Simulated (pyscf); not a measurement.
Thermochemistry of product channels of H₂N–NH–GaH₂ (SMILES N[NH][GaH2]) on the singlet surface, in eV, from CCSD(T)/def2-TZVPP + ΔMP2(QZVPP) energies (ideal gas, 1 atm, RRHO with modes under 100 cm⁻¹ raised to 100, one conformer, R ln 2 for chiral ones without a mode under 150 cm⁻¹). Optimised with ωB97X-D3(BJ)/def2-SVP in PySCF. MP2 and CC: frozen core, UHF for open shells. ΔMP2 is the change of the MP2 total energy from the triple- to the quadruple-zeta basis.

```csv
products,ΔE,ΔH(298 K),ΔG(600 K),ΔG(1200 K)
H₂N–GaH–NH₂ (SMILES [NH2][GaH][NH2]),(withheld),-2.31,-2.39,-2.51
NH₃ (SMILES N) + HN=GaH (SMILES [NH]=[GaH]),(withheld),+0.38,-0.53,-1.40
```

Q: Fill in the missing entries.

A: 
- H₂N–GaH–NH₂ (SMILES [NH2][GaH][NH2]), ΔE: -2.34
- NH₃ (SMILES N) + HN=GaH (SMILES [NH]=[GaH]), ΔE: +0.43

These are energies of the channels, which say nothing of barriers. HN=GaH lies 2.20 eV over its isomer H₂N–Ga [singlet] (electronic energy, ωB97M-D3(BJ)). The CCSD(T) − MP2 part came from Ansatz, without density fitting, on the same reference. The frozen core leaves the outer d or s,p core shells of the metals and heavy elements correlated in the MP2 and CC values, and def2-TZVPP describes them poorly, which can shift differences by a few kcal/mol. Elements up to Kr have no core potential and no relativistic terms here.
